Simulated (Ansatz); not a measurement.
System: HF, charge 0, singlet. HF (fluorane, SMILES F).
B3LYP-D3(BJ)/def2-TZVP minimum from Ansatz (a first-principles code):
```xyz
2

F      0.0000     0.0000    -0.0925
H      0.0000     0.0000     0.8321
```

Total energies in cc-pV5Z, 8 correlated electrons, 1 frozen orbitals. Radicals and triplets start from unrestricted determinants; spin-orbit coupling is neglected. Cores are frozen in correlated methods. No relativity.

| method | program | energy (Eh) | minus CCSDT(Q) (mEh) |
|---|---|---|---|
| HF | Ansatz | -100.07000 | 315.35 |
| MP2 | Ansatz | -100.37869 | 6.66 |
| CCSD | Ansatz | -100.37663 | 8.72 |
| CCSD(T) | Ansatz | -100.38511 | 0.24 |
| CCSDT(Q) | Ansatz | -100.38535 | 0.00 |

Rough core times of Ansatz's runs on a shared machine: CCSD(T) under 20 s, CCSDT(Q) 5 min.
